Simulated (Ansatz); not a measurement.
Start from `NCCCF` and change one atom or group to get `C#CCCF`.

Ansatz, PBE0-D4/def2-TZVP geometries, multiplicity 1. Each molecule was computed in one conformer, which needn't be the lowest.

```tsv
property	`NCCCF`
HOMO energy (PBE/def2-TZVPP) / eV	-5.54
LUMO energy (ωB97M-V/def2-TZVPP) / eV	2.36
zero-point energy (PBE0-D4/def2-TZVP) / kJ/mol	301.1
HOMO–LUMO gap (PBE/def2-TZVPP) / eV	5.71
HOMO–LUMO gap (B3LYP/def2-TZVPP) / eV	7.44
size of the dipole moment (B3LYP/def2-TZVPP) / D	2.64
```

Problem. What does the change do to each property? (Estimate.)

Solution. The calculation gave: 
```json
{"property": "HOMO energy (PBE/def2-TZVPP) / eV", "`C#CCCF`": "-6.65", "shift": "-1.11"}
{"property": "LUMO energy (ωB97M-V/def2-TZVPP) / eV", "`C#CCCF`": "2.49", "shift": "0.13"}
{"property": "zero-point energy (PBE0-D4/def2-TZVP) / kJ/mol", "`C#CCCF`": "204.7", "shift": "-96.4"}
{"property": "HOMO–LUMO gap (PBE/def2-TZVPP) / eV", "`C#CCCF`": "6.48", "shift": "0.77"}
{"property": "HOMO–LUMO gap (B3LYP/def2-TZVPP) / eV", "`C#CCCF`": "8.14", "shift": "0.70"}
{"property": "size of the dipole moment (B3LYP/def2-TZVPP) / D", "`C#CCCF`": "1.91", "shift": "-0.73"}
```

With PBE0 the HOMO falls by 0.83 eV and the LUMO falls by 0.19 eV, so the gap widens by about 0.64 eV. PBE moves the HOMO by -1.11 eV and ωB97M-V by -0.68 eV. The zero-point energy changes by -96.4 kJ/mol with -9 modes. Dipoles are sizes alone; their direction can turn.

B3LYP here is the variant with VWN-RPA as its local correlation; programs differ in this.
